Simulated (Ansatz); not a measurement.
Basis-set extrapolation for C$_{2}$H$_{4}$FN (`CC(=N)F`) (PBE0-D4/def2-TZVP geometry, frozen core, the Gaussian-basis code of Ansatz). Multiplicity 1, RHF reference.

```
                      def2-TZVPP   def2-QZVPP
                 HF  -232.043920  -232.054531
    MP2 correlation    -0.780799    -0.840515
CCSD(T) correlation    -0.833522      not run
```

Energies in hartree. Use E(X) = E(∞) + A·exp(−7.88·√X) for Hartree–Fock and E(X) = E(∞) + B·X^(−2.97) for correlation, with X = 3 and 4, and add CCSD(T) minus MP2 of the smaller set to the MP2 limit.

Task: What is the CCSD(T) energy at the basis-set limit?

Result: HF limit: -232.054531 + (-0.010611) × 0.13774 = -232.05599. MP2 limit: -0.840515 + (-0.059716) × 0.74074 = -0.88475. Higher-order term: -0.833522 − (-0.780799) = -0.05272. Total: -232.99346 hartree, 72.8 kcal/mol below CCSD(T)/def2-TZVPP.
